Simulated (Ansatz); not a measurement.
in.yaml

```yaml
crystal:
  periodic: [false, false, false]
  atoms:
    - {symbol: B, position_ang: [-1.401976, 0.000000, 0.000000]}
    - {symbol: H, position_ang: [-1.998710, 1.033571, 0.000000]}
    - {symbol: H, position_ang: [-1.998710, -1.033571, 0.000000]}
    - {symbol: H, position_ang: [-0.115976, 0.000000, 0.000000]}
    - {symbol: F, position_ang: [1.016024, 0.000000, 0.000000]}
basis:
  gaussian: {orbitals: 6-31G}
magnetization: {spin_polarized: false, initial_magnetization: 1}
correlation: {method: fic_mrcisd_q_relaxed, electrons: all, active_space: {window: {electrons: 5, orbitals: 4}}}
```

```sh
$ ansatz run in.yaml --threads 1 --pin off --events-out ev --progress --plain --max-ram 2393MiB
```

Output:

```
297 factors; integrals over basis functions are off by at most 2.7e-4 eV
mean field evaluation 1: about -3417.7513 eV, gradient 2.6e1 eV
mean field evaluation 2: about -3417.7496 eV, gradient 2.6e1 eV
mean field evaluation 4: about -3420.0169 eV, gradient 2.5e0 eV
mean field evaluation 8: about -3420.0867 eV, gradient 4.1e-1 eV
mean field evaluation 16: about -3417.7234 eV, gradient 4.6e-3 eV
mean field evaluation 32: about -3417.9101 eV, gradient 1.4e0 eV
mean field -3420.09136150 eV, -125.6860393139 hartree, gradient 5.5e-6 eV, S^2 0.750000; 4 other end points of the search recorded, 0 dependent functions left out
reference -3420.09136150 eV, -125.6860393139 hartree; 9, 8 occupied and 15, 16 virtual orbitals, 297 factors
state -3420.94633790 eV, -125.7174591172 hartree
contracted CI cycle   1: correlation 0.00000000 eV, 0.0000000000 hartree, residual 2.16e1 eV
contracted CI cycle   2: correlation -4.15306414 eV, -0.1526222922 hartree, residual 4.23e0 eV
contracted CI cycle   3: correlation -4.37294007 eV, -0.1607025835 hartree, residual 1.49e0 eV
contracted CI cycle   4: correlation -4.40220018 eV, -0.1617778727 hartree, residual 4.37e-1 eV
contracted CI cycle   5: correlation -4.40552217 eV, -0.1618999534 hartree, residual 1.85e-1 eV
contracted CI cycle   6: correlation -4.40607776 eV, -0.1619203710 hartree, residual 8.39e-2 eV
contracted CI cycle   7: correlation -4.40619976 eV, -0.1619248544 hartree, residual 3.70e-2 eV
contracted CI cycle   8: correlation -4.40622059 eV, -0.1619256199 hartree, residual 1.45e-2 eV
contracted CI cycle   9: correlation -4.40622380 eV, -0.1619257378 hartree, residual 5.22e-3 eV
contracted CI cycle  10: correlation -4.40622421 eV, -0.1619257530 hartree, residual 2.06e-3 eV
state -3420.94633790 eV, -125.7174591172 hartree; corrected -3425.60869529 eV, -125.8887975910 hartree
Total energy: -3425.60869529 eV, -125.8887975910 hartree
```

Ran on 1 thread of Arm Neoverse V2, shared host: 0.48 s wall, 0.08 GiB peak host memory.
